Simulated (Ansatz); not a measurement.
# BH− (quartet): the correlation ladder at distance B1–H2 = 0.977 Å, aug-cc-pVTZ

Aim: climb from Hartree-Fock through coupled cluster and multireference methods for BH− (quartet) at one geometry and basis, and see what each rung misses.

Computed with Ansatz 0.2.0, Gaussian basis. Level: aug-cc-pVTZ, core rule «outside noble gas», up to 1 orbitals frozen.

The runs, in order: UHF; CCSD(T) on ROHF; CCSD(T) on UHF; BCCD(T) on ROHF; CCSDT(Q) on ROHF; CCSDT(Q) on UHF; CASSCF and MRCISD+Q, 5 electrons in 5 orbitals; CASSCF and NEVPT2, 5 electrons in 5 orbitals.

9 further runs of the same task are left out: 9 that didn't finish.

### 1 The system

The geometry derives from a PBE0/def2-TZVPD stationary point (not a proven minimum). One bond is set to the value named and the two fragments are kept rigid.

2 atoms, charge -1, spin multiplicity 4.

Atoms are counted from 1 here; the program's logs count them from 0.

Bond lengths: B1–H2 0.977 Å.

As a file:

```xyz
2

B     0.00000    0.00000    0.00000
H     0.00000    0.00000    0.97700
```

### 2 UHF

Input file in.yaml:

```yaml
crystal:
  periodic: [false, false, false]
  atoms:
    - {symbol: B, position_ang: [0.000000, 0.000000, 0.000000]}
    - {symbol: H, position_ang: [0.000000, 0.000000, 0.977000]}
basis:
  gaussian: {orbitals: aug-cc-pVTZ}
total_charge: -1
magnetization: {spin_polarized: true, initial_magnetization: 3}
hamiltonian: {xc: hf}
output: {orbitals: {seedname: orbitals}}
```

On the command line:

```sh
$ ansatz run in.yaml --threads 1 --pin off --events-out ev --progress --plain --max-ram 2816MiB --backend cpu
```

Further steps of the session: CCSD(T) on ROHF; CCSD(T) on UHF; BCCD(T) on ROHF; CCSDT(Q) on ROHF; CCSDT(Q) on UHF; CASSCF and MRCISD+Q, 5 electrons in 5 orbitals; CASSCF and NEVPT2, 5 electrons in 5 orbitals.

**Question.** What will the summary of the whole plan be? Wanted: UCCSDT(Q) below the RHF energy; RMP2 from UCCSDT(Q); UMP2 from UCCSDT(Q); RCCSD from UCCSDT(Q); RCCSD(T) from UCCSDT(Q); UCCSD(T) from UCCSDT(Q); RCCSDT(Q) from UCCSDT(Q); NEVPT2 valence from UCCSDT(Q); MRCISD+Q valence from UCCSDT(Q).

The runs gave:

| quantity | value |
| --- | --- |
| UCCSDT(Q) below the RHF energy | -2.3929 eV |
| RMP2 from UCCSDT(Q) | +11.21 kcal/mol |
| UMP2 from UCCSDT(Q) | +11.24 kcal/mol |
| RCCSD from UCCSDT(Q) | +2.15 kcal/mol |
| RCCSD(T) from UCCSDT(Q) | +0.46 kcal/mol |
| UCCSD(T) from UCCSDT(Q) | +0.45 kcal/mol |
| RCCSDT(Q) from UCCSDT(Q) | +0.02 kcal/mol |
| NEVPT2 valence from UCCSDT(Q) | +14.89 kcal/mol |
| MRCISD+Q valence from UCCSDT(Q) | +0.56 kcal/mol |
| levels within 1 kcal/mol (43 meV) | RCCSD(T), UCCSD(T), BCCD(T), RCCSDT, UCCSDT, RCCSDT(Q), MRCISD+Q valence |
| T1 diagnostic | 0.020 |
| effectively unpaired electrons | 3.00 |

What this shows: RCCSD(T) lands +0.46 kcal/mol from the yardstick (0.8 % of the correlation energy). One determinant dominates. Of the multireference levels listed MRCISD+Q valence comes nearest in total energy (+0.56 kcal/mol), which doesn't show that its space is the better one. These misses are within one basis, not against nature; the frozen cores of restricted and unrestricted runs differ, which can shift their rows.
